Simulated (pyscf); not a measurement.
**Concerted two-bond exchange: O=SiH–OH + hydrogen fluoride (HF) → O=SiH–OH + hydrogen fluoride (HF)**

Gas phase, singlet surface, charge 0. Bonds broken: O3–H5, F6–H7. Bonds formed: O1–H7, H5–F6. PySCF, gas phase, ωB97X-D3(BJ)/def2-SVP geometries. MP2 and CC: frozen core, UHF for open shells. ΔMP2 is the change of the MP2 total energy from the triple- to the quadruple-zeta basis.

Transition state (Å):

```xyz
7

O     -1.6026    -0.4916    -0.5502
Si    -0.1954     0.1405    -0.9009
O      1.0334    -0.3047    -0.0094
H     -0.0369     1.0960    -2.0030
H      0.4956    -1.0187     0.6952
F     -0.4936    -1.6529     1.1732
H     -1.2925    -1.1455     0.3283
```

One imaginary mode, 1164i cm⁻¹; descent along it reached the two sides named, in the forms told below.

| bond | change | reactant side (Å) | saddle | product side |
|---|---|---|---|---|
| O3–H5 | breaks | 0.982 | 1.138 | 1.611 |
| F6–H7 | breaks | 0.967 | 1.269 | 1.900 |
| O1–H7 | forms | 1.609 | 1.138 | 0.982 |
| H5–F6 | forms | 1.903 | 1.268 | 0.967 |

Electronic energies relative to the separated reactants (kcal/mol):

```tsv
level	barrier	reaction energy	reverse barrier
ωB97X-D3(BJ)/def2-TZVP	-6.3	0.0	-6.3
PBE/def2-TZVP	-10.5	0.0	-10.5
r²SCAN/def2-TZVP	-10.2	0.0	-10.2
B3LYP-D3(BJ)/def2-TZVP	-7.2	0.0	-7.2
PBE0-D3(BJ)/def2-TZVP	-8.7	0.0	-8.7
M06-2X/def2-TZVP	-8.1	0.0	-8.1
ωB97M-D3(BJ)/def2-TZVP	-5.9	0.0	-5.9
HF/def2-TZVP	7.4	0.0	7.4
MP2/def2-QZVPP	-3.4	0.0	-3.4
CCSD/def2-TZVPP	-1.3	0.0	-1.3
CCSD(T)/def2-TZVPP	-3.3	0.0	-3.3
CCSD(T)/def2-TZVPP + ΔMP2(QZVPP)	-2.9	0.0	-2.9
```

With CCSD(T)/def2-TZVPP + ΔMP2(QZVPP) energies and thermal terms (ideal gas, 1 atm, RRHO with modes under 100 cm⁻¹ raised to 100, one conformer, R ln 2 for chiral ones without a mode under 150 cm⁻¹), in kcal/mol:

| T (K) | ΔH‡ | ΔG‡ | ΔH | ΔG |
|---|---|---|---|---|
| 298 | -5.0 | 6.1 | 0.0 | 0.0 |
| 600 | -5.9 | 17.7 | 0.0 | 0.0 |
| 900 | -5.9 | 29.5 | 0.0 | 0.0 |
| 1200 | -5.4 | 41.3 | 0.0 | 0.0 |

On the reactant side the descent ends in a bound adduct, 16.3 kcal/mol under the separated species and 9.9 kcal/mol under the saddle at ωB97X-D3(BJ)/def2-TZVP. On the product side the descent ends in a bound adduct, 16.2 kcal/mol under the separated species and 9.9 kcal/mol under the saddle at ωB97X-D3(BJ)/def2-TZVP. At ωB97X-D3(BJ), PBE, r²SCAN, B3LYP-D3(BJ), PBE0-D3(BJ), M06-2X, ωB97M-D3(BJ), MP2, CCSD, CCSD(T), CCSD(T) the saddle lies under the separated reactants, which points to a path from their complex (located at ωB97X-D3(BJ) alone). At ωB97X-D3(BJ), PBE, r²SCAN, B3LYP-D3(BJ), PBE0-D3(BJ), M06-2X, ωB97M-D3(BJ), MP2, CCSD, CCSD(T), CCSD(T) the saddle lies under the separated products, which points to a path from their complex (located at ωB97X-D3(BJ) alone). O=SiH–OH lies 9.8 kcal/mol over its isomer HO–Si:–OH [singlet] (electronic energy, ωB97M-D3(BJ)). This is the saddle that the search found; another between the same sides may lie lower. The CCSD(T) − MP2 part came from Ansatz, without density fitting, on the same reference.
